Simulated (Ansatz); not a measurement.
Reaction (substitution at a C–C bond): `C=C(C)C(O)=S` + CH₃OH → `C=C(C)OC` + `OC=S`

Isolated molecules relaxed with PBE0-D4/def2-TZVP in Ansatz; ΔE leaves out vibrations. CCSD(T)/CBS is the MP2 limit (def2-TZVPP, def2-QZVPP) plus CCSD(T) − MP2 in def2-TZVPP, frozen cores. This one scheme is used for every species. Functionals use def2-TZVPP. B3LYP here is the variant with VWN-RPA as its local correlation; programs differ in this. One conformer a species, not always the lowest.

```
             level  ΔE (eV)
           PBE0-D4     0.55
            B2PLYP     0.51
             B3LYP     0.46
SCS-MP2/def2-TZVPP     0.57
```

Question: What does CCSD(T)/CBS give? (An estimate is asked.)

Answer: Ansatz gave: +0.59 eV. The listed levels differ from it by -0.04, -0.08, -0.13, -0.02 eV.

Largest T1 diagnostic among the species: 0.018.

From PBE to PBE0 (25 % exact exchange), in def2-TZVPP and without D4, ΔE moves by +0.04 eV. The D4 term adds +0.06 eV with B3LYP and +0.03 eV with PBE0; it sums over pairs of atoms, weighted by their polarisabilities, and B3LYP, whose exchange is more repulsive, gets the larger term.
